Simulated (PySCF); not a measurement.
Which functional comes closest?

Molecule: `InChI=1S/FHO/c1-2/h2H`.

Geometry:
```json
{"atom": "O1", "x (Å)": "-0.190", "y (Å)": "0.490", "z (Å)": "0.000"}
{"atom": "F2", "x (Å)": "1.008", "y (Å)": "-0.239", "z (Å)": "0.000"}
{"atom": "H3", "x (Å)": "-0.818", "y (Å)": "-0.251", "z (Å)": "0.000"}
```

Geometry PBE0-D3(BJ)/def2-SVP throughout; GIAO in PySCF 2.14.0 with density-fitted response routines, gas phase, one conformer, non-relativistic; equivalent atoms averaged; basis pcSseg-2.

Reference values (CCSD(T)/13s9p4d3f + vibration and temperature (MP2); gas, 300 K; M. E. Harding, PhD thesis, Mainz 2008 (Harding, Lenhart, Auer, Gauss, JCP 2008, 128, 244111)): σ(F2) = 168.9 ppm.

Problem. How do the functionals HF, LDA, PBE, BLYP, BP86, OPBE, KT2, KT3, B97-D, B3LYP, PBE0, mPW1PW91, WP04, B97-2, BHandHLYP, CAM-B3LYP, wB97X-D, LC-wPBE perform against the reference? Times are CPU seconds on shared hosts with different chips, so compare them loosely; the GGAs took longer than the global hybrids here, which isn't the general rule, and the cause wasn't traced.

Solution. 
```tsv
functional	kind	F2	abs. error F	core-s
HF	Hartree–Fock	306.9	138.0	0.4
LDA	LDA	201.4	32.5	1.2
PBE	GGA	190.6	21.7	1.5
BLYP	GGA	185.1	16.2	1.9
BP86	GGA	191.2	22.3	1.7
OPBE	GGA	191.9	23.0	1.8
KT2	GGA	197.3	28.4	1.8
KT3	GGA	190.1	21.2	1.8
B97-D	GGA	189.3	20.4	1.7
B3LYP	global hybrid	211.2	42.3	1.4
PBE0	global hybrid	220.9	52.0	1.3
mPW1PW91	global hybrid	218.8	49.9	1.3
WP04	global hybrid	178.9	10.0	0.9
B97-2	global hybrid	214.8	45.9	0.9
BHandHLYP	global hybrid	248.7	79.8	0.9
CAM-B3LYP	range-separated hybrid	226.2	57.3	1.1
wB97X-D	range-separated hybrid	219.6	50.7	1.2
LC-wPBE	range-separated hybrid	229.3	60.4	1.5
```

For $^{19}$F the closest is WP04 (10.0 ppm) and the furthest HF (138.0 ppm). One molecule is a small sample, and the reference may use another geometry.
